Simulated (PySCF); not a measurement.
Two probes of the same atoms: core binding energy and nuclear shielding

C3H4F2O.
SMILES with atom numbers: `[CH3:1][O:2]/[C:3]([F:4])=[CH:5]\[F:6]`

Binding energies: PySCF, delta-SCF UKS SCAN, pcX-2 on the ionised atom, pcseg-1 elsewhere, spin-free X2C. Shieldings: GIAO PBE0/pcSseg-1, non-relativistic, same geometry.

```json
{"atom": "C1", "isotropic shielding (ppm)": "132.2"}
{"atom": "C3", "isotropic shielding (ppm)": "19.8"}
{"atom": "C5", "isotropic shielding (ppm)": "58.8"}
```

What are the C 1s binding energies of these atoms?

```
atom         environment  C 1s (eV)  isotropic shielding (ppm)
  C5  vinylic C–F carbon     292.44                       58.8
  C1      methoxy carbon     293.10                      132.2
  C3  vinylic C–F carbon     294.61                       19.8
```

Among the listed atoms, is the one with the highest binding energy also the least shielded?

Yes: C3 has both (294.61 eV, 19.8 ppm).

By binding energy: C5 < C1 < C3. By shielding: C3 < C5 < C1.

Isolated species at its GFN2-xTB geometry (one conformer only).

Conformer computed: `[CH3:1][O:2]/[C:3]([F:4])=[CH:5]\[F:6]`: C1–O2–C3–F4 0°.
